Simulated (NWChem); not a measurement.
Program: NWChem. System: pyrrole (C$_{4}$H$_{5}$N), charge 0, spin multiplicity 1, at a geometry optimised with PBE0/def2-SVP. Level: RHF/def2-TZVP.

The NWChem input:

```
start mol
memory heap 200 mb stack 900 mb global 1100 mb
geometry units angstroms nocenter noautoz
  C     -0.710776     0.000000     0.982879
  C      0.710776     0.000000     0.982879
  C      1.119209     0.000000    -0.334234
  N      0.000000     0.000000    -1.117173
  C     -1.119209     0.000000    -0.334234
  H     -1.365249     0.000000     1.852489
  H      1.365249     0.000000     1.852489
  H      2.115561     0.000000    -0.770792
  H      0.000000     0.000000    -2.126925
  H     -2.115561     0.000000    -0.770792
  symmetry group C2v
end
basis spherical
  * library def2-tzvp
end
scf
  rhf
  nopen 0
  maxiter 100
  thresh 1e-7
  semidirect memsize 60000000 filesize 0
end
task scf energy
```

Part of the output:

```
             Northwest Computational Chemistry Package (NWChem) 7.3.0
             --------------------------------------------------------

                                NWChem Input Module
                                -------------------

 Scaling coordinates for geometry "geometry" by  1.889725989
 (inverse scale =  0.529177249)

 Turning off AUTOSYM since
 SYMMETRY directive was detected!

                             Geometry "geometry" -> ""
                             -------------------------

 Output coordinates in angstroms (scale by  1.889725989 to convert to a.u.)

  No.       Tag          Charge          X              Y              Z
 ---- ---------------- ---------- -------------- -------------- --------------
    1 C                    6.0000    -0.71077600     0.00000000     0.98287900
    2 C                    6.0000     0.71077600     0.00000000     0.98287900
    3 C                    6.0000     1.11920900     0.00000000    -0.33423400
    4 N                    7.0000     0.00000000     0.00000000    -1.11717300
    5 C                    6.0000    -1.11920900     0.00000000    -0.33423400
    6 H                    1.0000    -1.36524900     0.00000000     1.85248900
    7 H                    1.0000     1.36524900     0.00000000     1.85248900
    8 H                    1.0000     2.11556100     0.00000000    -0.77079200
    9 H                    1.0000     0.00000000     0.00000000    -2.12692500
   10 H                    1.0000    -2.11556100     0.00000000    -0.77079200

 Effective nuclear repulsion energy (a.u.)     161.0200358869

            Nuclear Dipole moment (a.u.)
            ----------------------------
        X                 Y               Z
 ---------------- ---------------- ----------------
     0.0000000000     0.0000000000    -0.0000037795

      Symmetry information
      --------------------

 Group name             C2v
 Group number             16
 Group order               4
 No. of unique centers     6

      Symmetry unique atoms

     1    3    4    6    8    9


 Summary of "ao basis" -> "" (spherical)
[...]
   Bfn.  Coefficient  Atom+Function         Bfn.  Coefficient  Atom+Function
  ----- ------------  ---------------      ----- ------------  ---------------
   176      2.161864   9 H  s                98     -1.959611   4 N  s
   170      1.011020   8 H  s               182      1.011020  10 H  s
   107      0.881372   4 N  pz               74     -0.654867   3 C  px
   136      0.654867   5 C  px               67     -0.427750   3 C  s
   129     -0.427750   5 C  s                97      0.395324   4 N  s

 Vector   20  Occ=0.000000D+00  E= 1.707303D-01  Symmetry=b2
              MO Center= -1.2D-14,  1.3D-14, -1.4D-01, r^2= 4.2D+00
   Bfn.  Coefficient  Atom+Function         Bfn.  Coefficient  Atom+Function
  ----- ------------  ---------------      ----- ------------  ---------------
    75      0.788260   3 C  py              137      0.788260   5 C  py
   106     -0.678276   4 N  py               13     -0.406727   1 C  py
    44     -0.406727   2 C  py              100     -0.216766   4 N  py
    69      0.199364   3 C  py              131      0.199364   5 C  py
    72      0.180234   3 C  py              134      0.180234   5 C  py

 Vector   21  Occ=0.000000D+00  E= 1.854925D-01  Symmetry=a1
              MO Center= -2.6D-12,  2.6D-16,  9.3D-01, r^2= 1.1D+01
   Bfn.  Coefficient  Atom+Function         Bfn.  Coefficient  Atom+Function
  ----- ------------  ---------------      ----- ------------  ---------------
   158      2.220213   6 H  s               164      2.220213   7 H  s
     5     -1.925808   1 C  s                36     -1.925808   2 C  s
   170      1.421576   8 H  s               182      1.421576  10 H  s
    98      1.003041   4 N  s               176     -0.917643   9 H  s
    12      0.809037   1 C  px               43     -0.809037   2 C  px

 center of mass
 --------------
 x =   0.00000000 y =   0.00000000 z =  -0.00111670

 moments of inertia (a.u.)
 ------------------
         200.040573607934           0.000000000000           0.000000000000
           0.000000000000         396.328305109815           0.000000000000
           0.000000000000           0.000000000000         196.287731501881

  Mulliken analysis of the total density
  --------------------------------------

    Atom       Charge   Shell Charges
 -----------   ------   -------------------------------------------------------
    1 C    6     6.18   0.85  1.12  0.49  0.56  0.08  1.25  1.36  0.36  0.02  0.07  0.01
    2 C    6     6.18   0.85  1.12  0.49  0.56  0.08  1.25  1.36  0.36  0.02  0.07  0.01
    3 C    6     6.06   0.85  1.12  0.50  0.55  0.10  1.23  1.21  0.36  0.03  0.08  0.01
    4 N    7     7.32   0.82  1.16  0.50  0.84  0.10  1.53  1.80  0.49  0.01  0.07  0.01
    5 C    6     6.06   0.85  1.12  0.50  0.55  0.10  1.23  1.21  0.36  0.03  0.08  0.01
    6 H    1     0.87   0.26  0.50  0.09  0.02
    7 H    1     0.87   0.26  0.50  0.09  0.02
    8 H    1     0.86   0.26  0.49  0.08  0.02
    9 H    1     0.75   0.26  0.41  0.05  0.04
   10 H    1     0.86   0.26  0.49  0.08  0.02

       Multipole analysis of the density wrt the origin
       ------------------------------------------------

     L   x y z        total         open         nuclear
     -   - - -        -----         ----         -------
     0   0 0 0     -0.000000      0.000000     36.000000

     1   1 0 0     -0.000000      0.000000      0.000000
     1   0 1 0     -0.000000      0.000000      0.000000
     1   0 0 1     -0.772498      0.000000     -0.000004

     2   2 0 0    -19.952324      0.000000    120.605491
     2   1 1 0      0.000000      0.000000      0.000000
     2   1 0 1      0.000000      0.000000      0.000000
     2   0 2 0    -25.864259      0.000000      0.000000
     2   0 1 1     -0.000000      0.000000      0.000000
     2   0 0 2    -17.517066      0.000000    122.291712

 Task  times  cpu:        8.7s     wall:        8.7s

 Total times  cpu:        8.7s     wall:        8.7s
```
